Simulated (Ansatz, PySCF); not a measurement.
Pair of molecules: CH4 (SMILES C) (first 5 atoms) with C2H6 (SMILES CC); geometry from A24 set.
(charge 0, multiplicity 1):
```tsv
atom	x (Å)	y (Å)	z (Å)
C	0.0000	0.0000	-2.8581
H	0.3930	-0.9471	-2.4937
H	0.6237	0.8139	-2.4937
H	-1.0168	0.1332	-2.4937
H	0.0000	0.0000	-3.9463
C	0.0000	0.0000	0.7614
C	0.0000	0.0000	2.2882
H	-0.6171	-0.8082	0.3657
H	-0.3914	0.9386	0.3657
H	1.0085	-0.1303	0.3657
H	-1.0089	0.1303	2.6826
H	0.3916	-0.9389	2.6826
H	0.6173	0.8086	2.6826
```

Interaction energies are E(AB) − E(A) − E(B) at the monomers' geometry in the complex; basis-set methods are counterpoise corrected. Rows marked so take none.

Rows in 6-31G* carry no dispersion term and start afresh at each structure (6-31G* with six Cartesian d functions).

Programs: Ansatz (a first-principles code); PySCF for 6-31G* rows, the dispersion terms. 

Question: One of these levels gives -0.55 kcal/mol for the interaction energy. Name it.
A. BP86/6-31G* (no counterpoise)
B. PBE/def2-TZVPPD
C. B3LYP-D3(BJ)/def2-TZVPPD

Answer: C, B3LYP-D3(BJ)/def2-TZVPPD. The others give -0.03 (PBE/def2-TZVPPD), 0.68 (BP86/6-31G* (no counterpoise))
